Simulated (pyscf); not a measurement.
# Concerted two-bond exchange: H₂N–SiH: [singlet] + silane (SiH₄) → HN=SiH–SiH₃ + hydrogen (H₂)

Gas phase, singlet surface, charge 0. Bonds broken: N1–H3, Si6–H7. Bonds formed: Si2–Si6, H3–H7. Single points on ωB97X-D3(BJ)/def2-SVP structures (PySCF, gas phase).

Transition state (Å):

```xyz
10

N     -1.4933    -1.5971    -0.0461
Si    -1.1264    -0.3163     0.8892
H     -1.0671    -1.0768    -1.1134
H     -1.9097    -2.5097     0.0974
H     -1.4360    -0.3900     2.3446
Si    -0.1618     1.3039    -0.5502
H     -0.6164    -0.2597    -1.6463
H     -1.1081     2.0071    -1.4646
H      0.0942     2.3786     0.4994
H      1.2251     1.0159    -1.0189
```

One imaginary mode, 1495i cm⁻¹; descent along it reached the two sides named.

```csv
bond,change,reactant side (Å),saddle,product side
N1–H3,breaks,1.016,1.261,2.471
Si6–H7,breaks,1.493,1.963,3.4
Si2–Si6,forms,3.7,2.372,2.330
H3–H7,forms,2.417,1.075,0.764
```

Electronic energies relative to the separated reactants (kcal/mol):

```
level                   barrier  reaction energy  reverse barrier
----------------------  -------  ---------------  ---------------
ωB97X-D3(BJ)/def2-TZVP     43.7            +15.9             27.8
PBE/def2-TZVP              39.4            +16.1             23.3
r²SCAN/def2-TZVP           40.9            +15.3             25.6
B3LYP-D3(BJ)/def2-TZVP     46.6            +18.8             27.7
PBE0-D3(BJ)/def2-TZVP      41.7            +18.3             23.4
M06-2X/def2-TZVP           50.9            +22.0             28.9
ωB97M-D3(BJ)/def2-TZVP     50.4            +23.3             27.1
HF/def2-TZVP               72.1            +30.8             41.3
```

With ωB97M-D3(BJ)/def2-TZVP energies and thermal terms (ideal gas, 1 atm, RRHO with modes under 100 cm⁻¹ raised to 100, one conformer, R ln 2 for chiral ones without a mode under 150 cm⁻¹), in kcal/mol:

```json
[
 {"T (K)": "298", "ΔH‡": "47.4", "ΔG‡": "57.7", "ΔH": "+19.6", "ΔG": "+20.4"},
 {"T (K)": "600", "ΔH‡": "48.0", "ΔG‡": "67.9", "ΔH": "+21.3", "ΔG": "+20.4"},
 {"T (K)": "900", "ΔH‡": "48.9", "ΔG‡": "77.7", "ΔH": "+22.5", "ΔG": "+19.7"},
 {"T (K)": "1200", "ΔH‡": "49.9", "ΔG‡": "87.1", "ΔH": "+23.3", "ΔG": "+18.7"}
]
```

HN=SiH–SiH₃ lies 28.5 kcal/mol over its isomer :HSi–NH–SiH₃ [singlet] (electronic energy, ωB97M-D3(BJ)/def2-TZVP). This is the saddle that the search found; another between the same sides may lie lower.
